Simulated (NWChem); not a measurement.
All runs are NWChem calculations. System: H₂N, charge 0, spin multiplicity 2, at a geometry optimised with UPBE/def2-SVP. The structure started from a generated list of species. Its SCF solution wasn't tested for a lower state. Level: UHF/STO-3G.

NWChem printed:

```
             Northwest Computational Chemistry Package (NWChem) 7.3.0
             --------------------------------------------------------

                                NWChem Input Module
                                -------------------

 Scaling coordinates for geometry "geometry" by  1.889725989
 (inverse scale =  0.529177249)

 Turning off AUTOSYM since
 SYMMETRY directive was detected!

                             Geometry "geometry" -> ""
                             -------------------------

 Output coordinates in angstroms (scale by  1.889725989 to convert to a.u.)

  No.       Tag          Charge          X              Y              Z
 ---- ---------------- ---------- -------------- -------------- --------------
    1 N                    7.0000     0.00000000     0.00000000    -0.14939700
    2 H                    1.0000     0.80267200     0.00000000     0.52288800
    3 H                    1.0000    -0.80267200     0.00000000     0.52288800

 Effective nuclear repulsion energy (a.u.)       7.4054177681

            Nuclear Dipole moment (a.u.)
            ----------------------------
        X                 Y               Z
 ---------------- ---------------- ----------------
     0.0000000000     0.0000000000    -0.0000056692

      Symmetry information
      --------------------

 Group name             C2v
 Group number             16
 Group order               4
 No. of unique centers     2

      Symmetry unique atoms

     1    2


 Summary of "ao basis" -> "" (spherical)
 ------------------------------------------------------------------------------
       Tag                 Description            Shells   Functions and Types
 ---------------- ------------------------------  ------  ---------------------
 *                           sto-3g                   on all atoms

 Summary of "ao basis" -> "ao basis" (spherical)
 ------------------------------------------------------------------------------
       Tag                 Description            Shells   Functions and Types
 ---------------- ------------------------------  ------  ---------------------
 N                           sto-3g                  3        5   2s1p
 H                           sto-3g                  1        1   1s

                                 NWChem SCF Module
                                 -----------------

  ao basis        = "ao basis"
  functions       =     7
  atoms           =     3
  alpha electrons =     5
  beta  electrons =     4
  charge          =   0.00
  wavefunction    = UHF
  use symmetry    = T
  symmetry adapt  = T

 Summary of "ao basis" -> "ao basis" (spherical)
 ------------------------------------------------------------------------------
       Tag                 Description            Shells   Functions and Types
 ---------------- ------------------------------  ------  ---------------------
 N                           sto-3g                  3        5   2s1p
 H                           sto-3g                  1        1   1s

      Symmetry analysis of basis
      --------------------------

        a1          4
        a2          0
        b1          2
        b2          1

 Forming initial guess at       0.0s

   Symmetry analysis of molecular orbitals - initial alpha
   -------------------------------------------------------

  Numbering of irreducible representations:

     1 a1          2 a2          3 b1          4 b2

  Orbital symmetries:

     1 a1          2 a1          3 b1          4 a1          5 b2
     6 a1          7 b1

   Symmetry analysis of molecular orbitals - initial beta
   ------------------------------------------------------

  Numbering of irreducible representations:

     1 a1          2 a2          3 b1          4 b2

  Orbital symmetries:

     1 a1          2 a1          3 b1          4 a1          5 b2
     6 a1          7 b1

 Starting SCF solution at       0.0s

 ----------------------------------------------
         Quadratically convergent UHF

 Convergence threshold     :          1.000E-07
 Maximum no. of iterations :          100
 Integral*density screening:          1.000E-09
 ----------------------------------------------

              iter       energy          gnorm     gmax       time
[...]
  Numbering of irreducible representations:

     1 a1          2 a2          3 b1          4 b2

  Orbital symmetries:

     1 a1          2 a1          3 b1          4 a1          5 b2
     6 a1          7 b1

          Final alpha eigenvalues
          -----------------------

              1
    1  -15.3434
    2   -1.1117
    3   -0.5715
    4   -0.4515
    5   -0.4312
    6    0.5989
    7    0.6521

          Final beta eigenvalues
          ----------------------

              1
    1  -15.3157
    2   -0.9777
    3   -0.5474
    4   -0.3780
    5    0.3211
    6    0.6427
    7    0.6782

                    UHF Final Alpha Molecular Orbital Analysis
                    ------------------------------------------

 Vector    3  Occ=1.000000D+00  E=-5.715042D-01  Symmetry=b1
              MO Center=  1.4D-17,  1.1D-62,  1.5D-01, r^2= 9.7D-01
   Bfn.  Coefficient  Atom+Function         Bfn.  Coefficient  Atom+Function
  ----- ------------  ---------------      ----- ------------  ---------------
     3      0.617026  1 N  px                 6      0.422152  2 H  s
     7     -0.422152  3 H  s

 Vector    4  Occ=1.000000D+00  E=-4.514985D-01  Symmetry=b2
              MO Center= -1.7D-42,  3.7D-27, -1.5D-01, r^2= 5.5D-01
   Bfn.  Coefficient  Atom+Function         Bfn.  Coefficient  Atom+Function
  ----- ------------  ---------------      ----- ------------  ---------------
     4      1.000000  1 N  py

 Vector    5  Occ=1.000000D+00  E=-4.312302D-01  Symmetry=a1
              MO Center= -5.1D-17, -2.3D-27, -2.4D-01, r^2= 7.5D-01
   Bfn.  Coefficient  Atom+Function         Bfn.  Coefficient  Atom+Function
  ----- ------------  ---------------      ----- ------------  ---------------
     5      0.764674  1 N  pz                 2     -0.555102  1 N  s
     6      0.266937  2 H  s                  7      0.266937  3 H  s

 Vector    6  Occ=0.000000D+00  E= 5.989350D-01  Symmetry=a1
              MO Center=  1.5D-17, -9.4D-28,  4.2D-01, r^2= 1.1D+00
   Bfn.  Coefficient  Atom+Function         Bfn.  Coefficient  Atom+Function
  ----- ------------  ---------------      ----- ------------  ---------------
     2      0.918932  1 N  s                  6     -0.846268  2 H  s
     7     -0.846268  3 H  s                  5      0.797956  1 N  pz

 Vector    7  Occ=0.000000D+00  E= 6.520967D-01  Symmetry=b1
              MO Center=  1.5D-16,  3.8D-33,  2.4D-01, r^2= 1.1D+00
   Bfn.  Coefficient  Atom+Function         Bfn.  Coefficient  Atom+Function
  ----- ------------  ---------------      ----- ------------  ---------------
     3      0.999676  1 N  px                 6     -0.840736  2 H  s
     7      0.840736  3 H  s

                     UHF Final Beta Molecular Orbital Analysis
                     -----------------------------------------

 Vector    2  Occ=1.000000D+00  E=-9.776509D-01  Symmetry=a1
              MO Center= -2.0D-16, -2.9D-27,  1.7D-01, r^2= 7.4D-01
   Bfn.  Coefficient  Atom+Function         Bfn.  Coefficient  Atom+Function
  ----- ------------  ---------------      ----- ------------  ---------------
     2      0.717023  1 N  s                  6      0.236855  2 H  s
     7      0.236855  3 H  s                  1     -0.210657  1 N  s
     5      0.155799  1 N  pz

 Vector    3  Occ=1.000000D+00  E=-5.473912D-01  Symmetry=b1
              MO Center=  2.6D-16,  2.1D-34,  1.9D-01, r^2= 1.0D+00
   Bfn.  Coefficient  Atom+Function         Bfn.  Coefficient  Atom+Function
  ----- ------------  ---------------      ----- ------------  ---------------
     3      0.557107  1 N  px                 6      0.470911  2 H  s
     7     -0.470911  3 H  s

 Vector    4  Occ=1.000000D+00  E=-3.780403D-01  Symmetry=a1
              MO Center=  1.1D-17,  6.9D-27, -2.9D-01, r^2= 7.1D-01
   Bfn.  Coefficient  Atom+Function         Bfn.  Coefficient  Atom+Function
  ----- ------------  ---------------      ----- ------------  ---------------
     5      0.744566  1 N  pz                 2     -0.622567  1 N  s
     6      0.261011  2 H  s                  7      0.261011  3 H  s

 Vector    5  Occ=0.000000D+00  E= 3.211232D-01  Symmetry=b2
              MO Center=  3.6D-43, -5.0D-28, -1.5D-01, r^2= 5.5D-01
   Bfn.  Coefficient  Atom+Function         Bfn.  Coefficient  Atom+Function
  ----- ------------  ---------------      ----- ------------  ---------------
     4      1.000000  1 N  py

 Vector    6  Occ=0.000000D+00  E= 6.426908D-01  Symmetry=a1
              MO Center= -7.5D-17, -3.5D-27,  4.0D-01, r^2= 1.1D+00
   Bfn.  Coefficient  Atom+Function         Bfn.  Coefficient  Atom+Function
  ----- ------------  ---------------      ----- ------------  ---------------
     2      0.964213  1 N  s                  6     -0.830166  2 H  s
     7     -0.830166  3 H  s                  5      0.816317  1 N  pz

 Vector    7  Occ=0.000000D+00  E= 6.782312D-01  Symmetry=b1
              MO Center=  1.0D-16, -1.4D-34,  1.9D-01, r^2= 1.1D+00
   Bfn.  Coefficient  Atom+Function         Bfn.  Coefficient  Atom+Function
  ----- ------------  ---------------      ----- ------------  ---------------
     3      1.034265  1 N  px                 6     -0.814427  2 H  s
     7      0.814427  3 H  s

 center of mass
 --------------
 x =   0.00000000 y =   0.00000000 z =  -0.12245948

 moments of inertia (a.u.)
 ------------------
           2.843905013553           0.000000000000           0.000000000000
           0.000000000000           7.481459460854           0.000000000000
           0.000000000000           0.000000000000           4.637554447301

  Mulliken analysis of the total density
  --------------------------------------

    Atom       Charge   Shell Charges
 -----------   ------   -------------------------------------------------------
    1 N    7     7.25   2.00  1.78  3.47
    2 H    1     0.87   0.87
    3 H    1     0.87   0.87

  Mulliken analysis of the alpha density
  --------------------------------------

    Atom       Charge   Shell Charges
 -----------   ------   -------------------------------------------------------
    1 N    7     4.20   1.00  0.92  2.29
    2 H    1     0.40   0.40
    3 H    1     0.40   0.40

   Mulliken analysis of the beta density
   -------------------------------------

    Atom       Charge   Shell Charges
 -----------   ------   -------------------------------------------------------
    1 N    7     3.05   1.00  0.86  1.19
    2 H    1     0.48   0.48
    3 H    1     0.48   0.48

   Mulliken analysis of the spin density
   -------------------------------------

    Atom       Charge   Shell Charges
 -----------   ------   -------------------------------------------------------
    1 N    7     1.16   0.00  0.06  1.10
    2 H    1    -0.08  -0.08
    3 H    1    -0.08  -0.08

       Multipole analysis of the density wrt the origin
       ------------------------------------------------

     L   x y z        total         alpha         beta         nuclear
     -   - - -        -----         -----         ----         -------
     0   0 0 0     -0.000000     -5.000000     -4.000000      9.000000

     1   1 0 0     -0.000000      0.000000     -0.000000      0.000000
     1   0 1 0     -0.000000     -0.000000     -0.000000      0.000000
     1   0 0 1      0.702662      0.554491      0.148176     -0.000006

     2   2 0 0     -4.041785     -4.358297     -4.285035      4.601547
     2   1 1 0      0.000000      0.000000     -0.000000      0.000000
     2   1 0 1     -0.000000      0.000000     -0.000000      0.000000
     2   0 2 0     -4.575947     -2.869054     -1.706894      0.000000
     2   0 1 1      0.000000     -0.000000      0.000000      0.000000
     2   0 0 2     -4.841212     -3.828357     -3.523527      2.510672

 Task  times  cpu:        0.1s     wall:        0.1s

 Total times  cpu:        0.1s     wall:        0.1s
```

### Question
Write an NWChem input that would produce this output.

### Answer
This is not unique; one that fits is 
```
start mol
memory heap 200 mb stack 900 mb global 1100 mb
geometry units angstroms nocenter noautoz
  N      0.000000     0.000000    -0.149397
  H      0.802672     0.000000     0.522888
  H     -0.802672     0.000000     0.522888
  symmetry group C2v
end
basis spherical
  * library sto-3g
end
scf
  uhf
  nopen 1
  maxiter 100
  thresh 1e-7
  semidirect memsize 60000000 filesize 0
  # guess.movecs holds the orbitals of an unrestricted PBE0 run
  vectors input guess.movecs output mol.movecs
end
task scf energy
```
